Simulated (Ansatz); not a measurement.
## CN, doublet in 6-31G: errors against full CI

Geometry: a PBE0/def2-TZVP stationary point for this spin.

```xyz
2

N     0.0000    0.0000    0.0000
C     0.0000    0.0000    1.1601
```

Basis 6-31G; Ansatz 0.2.0. Correlated methods freeze the noble-gas cores, which leaves 9 electrons in 16 orbitals. Prefix R: restricted or restricted open-shell reference; prefix U: unrestricted. Active spaces: valence = (9e, 8o) chosen from the atoms' valence shells.

Full CI is exact within this basis and frozen core; it isn't the basis-set limit. The frozen core follows each run's orbitals, which can shift R against U totals by a few meV.

Unrestricted rows (U) aren't spin-pure: their determinants' ⟨S²⟩ exceeds S(S+1) by up to 0.47, so they mix in states of higher spin. For open shells CISD and CISDTQ are restricted-active-space CI with the open shells as a complete middle space.

* UHF ⟨S²⟩: 1.217
* T1 diagnostic (RCCSD): 0.0554
* largest doubles amplitude (RCCSD): 0.115
* T1 diagnostic (UCCSD): 0.0927

```tsv
level	E − E(full CI) (kJ/mol)	share of correlation (%)	wall time
RHF	583.2	0.00	–
UHF	527.9	9.47	–
RMP2	41.0	92.97	–
UMP2	132.2	77.33	–
CISD	71.5	87.74	0.66 s
RCCSD	27.3	95.32	–
UCCSD	25.4	95.64	–
RCCSD(T)	6.7	98.85	0.84 s
UCCSD(T)	9.5	98.37	0.84 s
BCCD(T)	6.2	98.94	0.78 s
RCCSDT	4.4	99.25	–
UCCSDT	4.7	99.19	–
CISDTQ	4.3	99.26	3.5 s
RCCSDT(Q)	0.0	100.00	3.8 s
UCCSDT(Q)	0.2	99.97	3.5 s
RCCSDTQ	0.7	99.89	33 s
UCCSDTQ	0.6	99.90	33 s
CASSCF (valence space)	159.1	72.73	–
NEVPT2 (valence space)	40.8	93.01	2 s
NEVPT4(SD) (valence space)	4.8	99.17	2.6 s
MRCISD (valence space)	5.2	99.11	–
MRCISD+Q (valence space)	1.3	99.78	2.7 s
```

The correlation energy at full CI, counted from RHF, is -6.044 eV. That run took 24 s on 1 thread of Arm Neoverse V1, shared host over 1,989,600 determinants.

Times hold each run's SCF and search for its determinant on a shared host, so for small cases they say little of a method's own cost; they ran on 1 thread of Arm Neoverse V1. Some runs computed forces too.

The full-CI state has the irrep A1 of C2v, in the program's axes (one component, if the state is degenerate).

Natural occupations of full CI about the gap: 1.984 1.936 1.906 1.906 1.025 0.093 0.093 0.018 0.012 0.007; effectively unpaired electrons, Σ n²(2−n)², 1.14.

Atomization energy (electronic, same basis, no zero-point term; atoms at the same level, unrestricted beside the R rows where the molecule is a closed shell, with restricted open-shell steps beyond CCSDT(Q)) at full CI: 599.8 kJ/mol. Errors of other levels:

```json
{"level": "RHF", "error (kJ/mol)": "-385.4"}
{"level": "UHF", "error (kJ/mol)": "-340.4"}
{"level": "RMP2", "error (kJ/mol)": "17.9"}
{"level": "UMP2", "error (kJ/mol)": "-76.4"}
{"level": "CISD", "error (kJ/mol)": "-68.7"}
{"level": "RCCSD", "error (kJ/mol)": "-25.5"}
{"level": "UCCSD", "error (kJ/mol)": "-23.9"}
{"level": "RCCSD(T)", "error (kJ/mol)": "-6.2"}
{"level": "UCCSD(T)", "error (kJ/mol)": "-9.3"}
{"level": "BCCD(T)", "error (kJ/mol)": "-5.7"}
{"level": "RCCSDT", "error (kJ/mol)": "-4.4"}
{"level": "UCCSDT", "error (kJ/mol)": "-5.0"}
{"level": "CISDTQ", "error (kJ/mol)": "-4.3"}
{"level": "RCCSDT(Q)", "error (kJ/mol)": "0.0"}
{"level": "UCCSDT(Q)", "error (kJ/mol)": "-0.5"}
{"level": "RCCSDTQ", "error (kJ/mol)": "-0.7"}
{"level": "UCCSDTQ", "error (kJ/mol)": "-0.9"}
{"level": "CASSCF (valence space)", "error (kJ/mol)": "-10.3"}
{"level": "NEVPT2 (valence space)", "error (kJ/mol)": "10.5"}
{"level": "NEVPT4(SD) (valence space)", "error (kJ/mol)": "1.0"}
{"level": "MRCISD (valence space)", "error (kJ/mol)": "-3.7"}
{"level": "MRCISD+Q (valence space)", "error (kJ/mol)": "-1.9"}
```

This basis is far from its limit, so the value isn't to be set against a measured one. Truncated CI isn't size-consistent, which counts against it in atomization.
